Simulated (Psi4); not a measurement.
**A workflow on AlH5S (SMILES [AlH3-][SH2+])**

Wanted: a series of 9 runs (PBE0-D4/def2-TZVP, PBE-D4/def2-TZVPP, r2SCAN-D4/def2-TZVPP, B3LYP-D4/def2-TZVPP, PBE0-D4/def2-TZVPP, wB97M-V/def2-TZVPP, CCSD(T)/def2-TZVPP, MP2/def2-QZVPP) of AlH5S. 

Program for the calculation: Psi4 1.11.

### 1 The system as given

AlH5S has 7 atoms, charge 0, and is taken as a singlet. SMILES: `[AlH3-][SH2+]`. The run starts from this shape.

Bond lengths: Al1–S2 2.535 Å, Al1–H3 1.595 Å, Al1–H4 1.596 Å, Al1–H5 1.597 Å, S2–H6 1.344 Å, S2–H7 1.344 Å. Angles: Al1–S2–H6 97.7°, Al1–S2–H7 97.9°, S2–Al1–H3 95.6°, S2–Al1–H4 95.4°, S2–Al1–H5 98.8°, H6–S2–H7 92.8°, H3–Al1–H4 119.1°, H3–Al1–H5 118.6°, H4–Al1–H5 118.4°.

### 2 A structure relaxation at PBE0-D4/def2-TZVP (density fitting) (run 2)

alh5s.dat reads:

```
memory 3.3 GB

molecule {
  0 1
  Al    -0.434340    -0.825760    -0.567860
  S      0.804020     0.594300     1.127440
  H      0.234120    -2.206820    -0.130870
  H     -1.891990    -0.464010    -0.029180
  H      0.080990    -0.116150    -1.902220
  H      0.503790     1.797770     0.609530
  H      2.013560     0.570010     0.541630
  symmetry c1
}

set globals {
  basis                   def2-TZVP
  scf_type                df
  geom_maxiter            50
  max_force_g_convergence 0.0002
}

optimize('pbe0-d4')
```

The run is started by

```sh
psi4 -i alh5s.dat -o alh5s.out -n 2
```

alh5s.out:

```text
[...]
  Running in c1 symmetry.
[...]
  Nuclear repulsion =   83.334786741265972
[...]
  Multiplicity = 1
[...]
  Nalpha       = 17
  Nbeta        = 17
[...]
    Number of basis functions: 104
[...]
   @DF-RKS iter   1:  -643.30275282801142   -3.56350e-01   3.98800e-03 DIIS/ADIIS
[...]
   @DF-RKS iter  10:  -643.36674872047956   -4.20641e-12   3.73395e-09 DIIS
[...]
  @DF-RKS Final Energy:  -643.36674872047956
   => Energetics <=
    Nuclear Repulsion Energy =             83.3347867412659724
    One-Electron Energy =               -1055.7349056973232564
    Two-Electron Energy =                 363.7160056481836818
    DFT Exchange-Correlation Energy =     -34.6793435579959137
    Empirical Dispersion Energy =          -0.0032918546099444
    VV10 Nonlocal Energy =                  0.0000000000000000
    Total Energy =                       -643.3667487204795634
[...]
  -Total Gradient:
     Atom            X                  Y                   Z
    ------   -----------------  -----------------  -----------------
       1        0.000067727253    -0.000065903407     0.000030128106
       2       -0.000003153865     0.000012934099    -0.000046987492
       3       -0.000031443667    -0.000014570208    -0.000001326984
       4       -0.000010932951     0.000017951686    -0.000010885168
       5       -0.000021583078     0.000047433443     0.000003953059
       6       -0.000011773590     0.000004733178     0.000001298164
       7        0.000010769366    -0.000001968707     0.000016849702
[...]
```

On the terminal:

```text
Optimizer: Optimization complete!
```

Wall time 9 s (2 threads of AMD EPYC 7R43 (Zen 3), shared host); peak memory 0.63 GiB.

### 3 The harmonic vibrations at PBE0-D4/def2-TZVP (density fitting) (run 3)

alh5s.in reads:

```
memory 3300 mb

molecule {
  0 1
  Al    -0.82078364    -1.56046024    -1.07309988
  S      1.51937760     1.12306424     2.13055282
  H      0.44242268    -4.17028541    -0.24730846
  H     -3.57534293    -0.87685182    -0.05514221
  H      0.15304892    -0.21949169    -3.59467483
  H      0.95202512     3.39729294     1.15184476
  H      3.80507694     1.07716279     1.02353236
  units au
  symmetry c1
}

set scf_type df
set rotational_symmetry_number 1

e = freq("pbe0-d4/def2-TZVP")
print_variables()
```

The run is started by

```sh
psi4 alh5s.in alh5s.out -n 2
```

alh5s.out:

```text
[...]
  Running in c1 symmetry.
[...]
  Nuclear repulsion =   83.334786768791048
[...]
  Multiplicity = 1
[...]
  Nalpha       = 17
  Nbeta        = 17
[...]
    Number of basis functions: 104
[...]
   @DF-RKS iter   1:  -643.30275282864420   -3.56350e-01   3.98800e-03 DIIS/ADIIS
[...]
   @DF-RKS iter  10:  -643.36674815353956   -6.13909e-12   3.73458e-09 DIIS
[...]
  @DF-RKS Final Energy:  -643.36674815353956
   => Energetics <=
    Nuclear Repulsion Energy =             83.3342831915461488
    One-Electron Energy =               -1055.7339344711904232
    Two-Electron Energy =                 363.7155158702235553
    DFT Exchange-Correlation Energy =     -34.6793208900212448
    Empirical Dispersion Energy =          -0.0032918540974428
    VV10 Nonlocal Energy =                  0.0000000000000000
    Total Energy =                       -643.3667481535395609
[...]
  -Total Gradient:
     Atom            X                  Y                   Z
    ------   -----------------  -----------------  -----------------
       1        0.000093689827    -0.000087558992     0.000028580131
       2       -0.000483400273     0.000376972664    -0.000009042802
       3       -0.000037653997    -0.000019915885    -0.000006015960
       4       -0.000006477105     0.000024871939    -0.000006132793
       5       -0.000023995753     0.000049508568     0.000004162068
       6        0.000077511173    -0.000317112125     0.000163764630
       7        0.000380153875    -0.000026419390    -0.000182324779
[...]
  ==> Harmonic Vibrational Analysis <==
[...]
  Freq [cm^-1]                 128.3119            234.7153            286.6043
[...]
  Freq [cm^-1]                 321.8222            528.6121            590.6143
[...]
  Freq [cm^-1]                 721.2151            761.7937            767.7158
[...]
```

Standard output:

```text
Warning: used thermodynamics relations inappropriate for low-frequency modes: ['128.3119' '234.7153' '286.6043' '321.8222' '528.6121' '590.6143']
```

Wall time 3 min (2 threads of AMD EPYC 7R43 (Zen 3), shared host); peak memory 0.73 GiB.

Runs 4 to 5 aren't shown in full; the table further down has their settings and results.

### 4 A single-point energy at B3LYP-D4/def2-TZVPP (density fitting) (run 6)

calc.in reads:

```
memory 3300 mb

molecule {
  0 1
  Al    -0.434340    -0.825760    -0.567860
  S      0.804020     0.594300     1.127440
  H      0.234120    -2.206820    -0.130870
  H     -1.891990    -0.464010    -0.029180
  H      0.080990    -0.116150    -1.902220
  H      0.503790     1.797770     0.609530
  H      2.013560     0.570010     0.541630
  symmetry c1
}

set scf_type df
set dft_radial_points 99
set dft_spherical_points 590

energy_value, wavefunction = energy("b3lyp-d4/def2-TZVPP", return_wfn=True)
```

The run is started by

```sh
psi4 -n 2 calc.in calc.out
```

calc.out:

```text
[...]
  Running in c1 symmetry.
[...]
  Nuclear repulsion =   83.334786741265972
[...]
  Multiplicity = 1
[...]
  Nalpha       = 17
  Nbeta        = 17
[...]
    Number of basis functions: 154
[...]
   @DF-RKS iter   1:  -643.60246034288105   -3.48083e-01   2.99003e-03 ADIIS/DIIS
[...]
   @DF-RKS iter   7:  -643.68408241590839   -1.19665e-07   3.78227e-07 DIIS
[...]
  @DF-RKS Final Energy:  -643.68408241590839
   => Energetics <=
    Nuclear Repulsion Energy =             83.3347867412659724
    One-Electron Energy =               -1055.7103709065775092
    Two-Electron Energy =                 365.9413349605346752
    DFT Exchange-Correlation Energy =     -37.2434859111532717
    Empirical Dispersion Energy =          -0.0063472999781556
    VV10 Nonlocal Energy =                  0.0000000000000000
    Total Energy =                       -643.6840824159083922
[...]
 Multipole Moments:
 ------------------------------------------------------------------------------------
     Multipole            Electronic (a.u.)      Nuclear  (a.u.)        Total (a.u.)
 ------------------------------------------------------------------------------------
 L = 1.  Multiply by 2.5417464519 to convert [e a0] to [Debye]
 Dipole X            :          0.4370859            0.4220304            0.8591163
 Dipole Y            :          0.4082156            0.6075467            1.0157623
 Dipole Z            :          2.0569295           -1.4696577            0.5872718
 Magnitude           :                                                    1.4542153
[...]
```

Wall time 17 s (2 threads of AMD EPYC 7R43 (Zen 3), shared host); peak memory 1.6 GiB.

Runs 7 to 9 aren't shown in full; the table further down has their settings and results.

### 5 A single-point energy at MP2/def2-QZVPP (density fitting, density fitting for correlation) (run 10)

calc.inp reads:

```
memory 3.3 GB

molecule {
  0 1
  Al
  S 1 2.53459
  H 1 1.595345 2 95.5713
  H 1 1.595551 3 119.11641 2 -99.31571
  H 1 1.596755 3 118.58029 4 -157.54195
  H 2 1.344139 1 97.74624 3 167.05533
  H 2 1.344154 6 92.82277 1 98.40508
  symmetry c1
}

set basis def2-QZVPP
set scf_type df
set num_frozen_docc 10

E, wfn = energy("mp2", return_wfn=True)
print_variables()
```

The run is started by

```sh
psi4 -n 2 calc.inp calc.out
```

calc.out:

```text
[...]
  Running in c1 symmetry.
[...]
  Nuclear repulsion =   83.334793551868970
[...]
  Multiplicity = 1
[...]
  Nalpha       = 17
  Nbeta        = 17
[...]
    Number of basis functions: 290
[...]
   @DF-RHF iter   1:  -642.32962637826381   -5.59040e-01   1.02189e-03 ADIIS/DIIS
[...]
   @DF-RHF iter  10:  -642.38171088611421   -4.86580e-11   3.82093e-09 DIIS
[...]
    Orbital Energies [Eh]
    ---------------------
    Doubly Occupied:
       1A    -92.026753     2A    -58.438953     3A     -9.029286
       4A     -6.710700     5A     -6.710088     6A     -6.709260
       7A     -4.852729     8A     -3.168484     9A     -3.166125
      10A     -3.166121    11A     -1.043372    12A     -0.643684
      13A     -0.587500    14A     -0.538679    15A     -0.441902
      16A     -0.405103    17A     -0.402845
[...]
  @DF-RHF Final Energy:  -642.38171088611421
   => Energetics <=
    Nuclear Repulsion Energy =             83.3347935518689695
    One-Electron Energy =               -1055.3498432191729535
    Two-Electron Energy =                 329.6333387811897637
    Total Energy =                       -642.3817108861142060
[...]
 Multipole Moments:
 ------------------------------------------------------------------------------------
     Multipole            Electronic (a.u.)      Nuclear  (a.u.)        Total (a.u.)
 ------------------------------------------------------------------------------------
 L = 1.  Multiply by 2.5417464519 to convert [e a0] to [Debye]
 Dipole X            :          0.9589325           -1.3711891           -0.4122566
 Dipole Y            :          0.5619555           -0.7978085           -0.2358530
 Dipole Z            :          1.8345840           -0.4364143            1.3981697
 Magnitude           :                                                    1.4766383
[...]
```

Run time: 11 s. Hardware: 2 threads of AMD EPYC 7R43 (Zen 3), shared host; peak memory 0.67 GiB.

### 6 All runs side by side

```tsv
run	level	task	geom maxiter	energy (Eh)	dipole moment (D)	HOMO energy (eV)	LUMO energy (eV)	wall time
2	PBE0-D4/def2-TZVP (density fitting)	optimise	50	-643.366749	3.73	-7.81	-0.64	9 s
3	PBE0-D4/def2-TZVP (density fitting)	frequencies	–	-643.366749	3.73	–	–	3 min
4	PBE-D4/def2-TZVPP (density fitting)	energy	–	-643.306192	3.69	-6.55	-1.66	11 s
5	r2SCAN-D4/def2-TZVPP (density fitting)	energy	–	-643.567924	3.77	-6.86	-1.37	34 s
6	B3LYP-D4/def2-TZVPP (density fitting)	energy	–	-643.684082	3.70	-7.63	-0.91	17 s
7	PBE0-D4/def2-TZVPP (density fitting)	properties	–	-643.368287	3.72	-7.81	-0.64	21 s
8	wB97M-V/def2-TZVPP (density fitting)	energy	–	-643.566869	3.70	-10.13	1.17	50 s
9	CCSD(T)/def2-TZVPP (density fitting, density fitting for correlation)	energy	–	-642.713578	–	-10.96	2.38	2.4 min
10	MP2/def2-QZVPP (density fitting, density fitting for correlation)	energy	–	-642.697864	–	-10.96	1.68	11 s
```

### 7 What came out

| quantity | value |
| --- | --- |
| run 10, MP2/def2-QZVPP: total energy | -642.69786 Eh |
| run 10, MP2/def2-QZVPP: HOMO energy (Hartree–Fock orbitals) | -10.96 eV |
| run 10, MP2/def2-QZVPP: LUMO energy (Hartree–Fock orbitals) | 1.68 eV |
| run 10, MP2/def2-QZVPP: HOMO–LUMO gap (Hartree–Fock orbitals) | 12.64 eV |
| run 10, MP2/def2-QZVPP: correlation energy (10 core orbitals frozen) | -316.2 mEh |

What this shows: Over runs 2, 3, 4, 5, 6, 7, 8 the dipole moment (its size) runs from 3.69 D (PBE-D4/def2-TZVPP) to 3.77 D (r2SCAN-D4/def2-TZVPP). Over runs 2, 4, 5, 6, 7, 8 the HOMO–LUMO gap runs from 4.89 eV (PBE-D4/def2-TZVPP) to 11.30 eV (wB97M-V/def2-TZVPP). Totals of different functionals can't be ranked against each other. All runs together took 7.9 min, the longest 3 min.
